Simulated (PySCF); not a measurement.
**Potential energy of MgO along the bond**

Set-up: PySCF, no relativity, basis sets Mg 6-31G(d,p), O 6-31G(d,p). Energies in eV from Mg + O in their ground configurations at the same level. State: ³Π (triplet), unpaired electrons σ ↑, π ↑.

All columns are PBE0. A positive dipole means Mg(−)O(+).

| R (Å) | E (eV) | μ (D) | Mulliken charge on Mg (basis-dependent) | HOMO (eV) | LUMO (eV) | Mayer bond order | ⟨S²⟩ |
| --- | --- | --- | --- | --- | --- | --- | --- |
| 1.627 | -1.526 | -2.14 | 0.62 | -5.35 | -3.55 | 0.69 | 2.00 |
| 1.703 | -1.952 | -2.33 | 0.57 | -5.42 | -3.30 | 0.78 | 2.00 |
| 1.778 | -2.185 | -2.53 | 0.53 | -5.49 | -3.07 | 0.85 | 2.00 |
| 1.835 | -2.267 | -2.67 | 0.50 | -5.54 | -2.91 | 0.88 | 2.00 |
| 1.892 | -2.290 | -2.81 | 0.48 | -5.59 | -2.75 | 0.91 | 2.00 |
| 1.949 | -2.267 | -2.95 | 0.46 | -5.64 | -2.70 | 0.92 | 2.01 |
| 2.024 | -2.184 | -3.12 | 0.45 | -5.70 | -2.77 | 0.92 | 2.01 |
| 2.119 | -2.024 | -3.31 | 0.44 | -5.77 | -2.85 | 0.92 | 2.01 |
| 2.233 | -1.786 | -3.49 | 0.42 | -5.86 | -2.94 | 0.90 | 2.01 |
| 2.384 | -1.451 | -3.61 | 0.39 | -5.95 | -3.03 | 0.85 | 2.02 |

A fit through these points gives, at Re = 1.890 Å, μ = -2.81 D and dμ/dR = -2.44 D/Å; the reduced mass is 9.596 u.

Task: How strong is the fundamental in the double-harmonic approximation, I = 42.26·(dμ/dR)²/μred km/mol?

Result: I = 42.26·(-2.44)²/9.596 = 26.2 km/mol at PBE0.

The state was picked by a PBE0 search and need not be the measured ground state.
